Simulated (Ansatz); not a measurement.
Input for Ansatz (development build ahead of 0.2.0):

```yaml
crystal:
  periodic: [false, false, false]
  atoms:
    - { symbol: O, position_ang: [-0.00688, -0.00498, -0.42565] }
    - { symbol: O, position_ang: [0.00973, 1.05991, 0.20803] }
    - { symbol: O, position_ang: [0.00861, -1.06349, 0.20592] }
basis:
  gaussian: { orbitals: STO-3G }
hamiltonian:
  xc: hf
correlation:
  method: mp2
  frozen_orbitals: { O: 1 }
```

The input is written out in the form of the current development build from the run's settings.

Output:

```
Converged                       : yes
Reference energy                : -221.28107 hartree
Correlation energy              : -0.20872 hartree
Total energy                    : -221.48979 hartree
Spin squared of the determinant : 0.000
```

Caution: in another basis set an unrestricted determinant lies well below.
